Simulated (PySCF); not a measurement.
**Core-level binding energies of `F[C@@H]1C[C@@H]1S`**

C₃H₅FS.
Cartesian coordinates in Å at the PBE0-D3(BJ)/def2-SVP level; atoms count from 1:
```xyz
10
C3H5FS angstrom
F      0.105    1.845   -0.204
C     -0.399    0.643   -0.553
C     -1.005   -0.212    0.497
C      0.324   -0.597   -0.121
S      1.770   -0.474    0.918
H     -0.831    0.657   -1.560
H     -0.963    0.181    1.516
H     -1.890   -0.808    0.260
H      0.324   -1.435   -0.826
H      2.554    0.175    0.029
```

The calculation used PySCF 2.14.0, delta-SCF UKS SCAN, pcX-2 on the ionised atom, pcseg-1 elsewhere, spin-free X2C. Binding energies are ΔSCF values: E(core-ionised, relaxed orbitals) − E(ground state) at a fixed geometry, referred to the vacuum level.

**Question.** Give the core binding energies atom by atom.

**Answer.** 
| atom(s) | environment | level | binding energy (eV) | above the level's lowest (eV) | count |
| --- | --- | --- | --- | --- | --- |
| C3 | three-membered-ring carbon | C 1s | 291.21 | 0.00 | 1 |
| C4 | sp3 carbon bound to sulfur | C 1s | 291.63 | +0.42 | 1 |
| C2 | sp3 C–F carbon | C 1s | 293.27 | +2.06 | 1 |
| F1 | alkyl fluorine | F 1s | 692.82 | 0.00 | 1 |
| S5 | thiol sulfur | S 1s | 2477.52 | 0.00 | 1 |

Lowest listed C 1s: C3, bonded to 2 C and 2 H. Highest, 2.06 eV above it: C2, bonded to F, 2 C and H. The widest gap between neighbouring values is 1.64 eV, between 291.63 and 293.27 eV.

**Question.** Express the binding energy of F 1s of F1 in atomic units and per mole.

**Answer.** 692.82 eV = 25.4607 Eh = 66847 kJ/mol.

**Question.** What is the longest wavelength that can ionise F 1s of F1 vertically?

**Answer.** λ = hc/E = 12398.42 eV Å / 692.82 eV = 17.896 Å.

Not every level is listed. Geometry: PBE0-D3(BJ)/def2-SVP, one conformer, isolated molecule.
